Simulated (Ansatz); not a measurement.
# HSO₂−: single points off equilibrium

The task here is to estimate one member of a computed series from the others.

Method: single points in def2-TZVPPD; program: Ansatz 0.2.0, Gaussian basis.

Cores are frozen in the correlated methods.

## Where the work starts

SMILES `[O-]SO`, 4 atoms, charge -1, spin multiplicity 1.

Atoms are counted from 1 here; the program's logs count them from 0.

Bond lengths: O1–S2 1.574 Å, S2–O3 1.793 Å, O3–H4 0.933 Å. Angles: O1–S2–O3 108.3°, S2–O3–H4 110.5°.

As a file:

```xyz
4
charge -1, multiplicity 1
O    -1.3986    0.8640   -0.3981
S    -0.5109    0.3023    0.7734
O     0.6698   -0.8555    0.0794
H     1.3566   -0.3995   -0.3574
```

The first run:

File run/in.yaml:

```yaml
crystal:
  periodic: [false, false, false]
  atoms:
    - {symbol: O, position_ang: [-1.398577, 0.864047, -0.398114]}
    - {symbol: S, position_ang: [-0.510908, 0.302309, 0.773432]}
    - {symbol: O, position_ang: [0.669808, -0.855514, 0.079430]}
    - {symbol: H, position_ang: [1.356576, -0.399484, -0.357360]}
basis:
  gaussian: {orbitals: "def2-TZVPPD.json"}
total_charge: -1
hamiltonian: {xc: pbe, dispersion: d4}
output: {forces: true}
```

The basis file named in the input lies beside it (Basis Set Exchange, JSON).

Launch:

```console
ansatz run in.yaml --threads 2 --pin off --events-out ev --progress --plain --max-ram 3481MiB
```

Among the steps run: PBE-D4/def2-TZVPPD; r2SCAN-D4/def2-TZVPPD; PBE0-D4/def2-TZVPPD; wB97M-V/def2-TZVPPD; CCSD(T)/def2-TZVPPD.

One of the session's tables, all rows but one given; the rest of the session is left out.

```
   method  RMS force component (eV/Å)  angle to CCSD(T) forces (°)
   PBE-D4                       0.991                         13.1
r2SCAN-D4                           ?                            ?
  PBE0-D4                       0.993                         15.6
  wB97M-V                       0.973                         14.6
  CCSD(T)                       0.878                    reference
```

Estimate the missing values for r2SCAN-D4.

**Answer.** RMS force component (eV/Å): 0.924; angle to CCSD(T) forces (°): 6.0. In the column «RMS force component (eV/Å)» it lies between CCSD(T) (0.878) and wB97M-V (0.973).

Limits of these values: The anion's highest level is positive in at least one run, so there the basis alone may hold the extra electron.
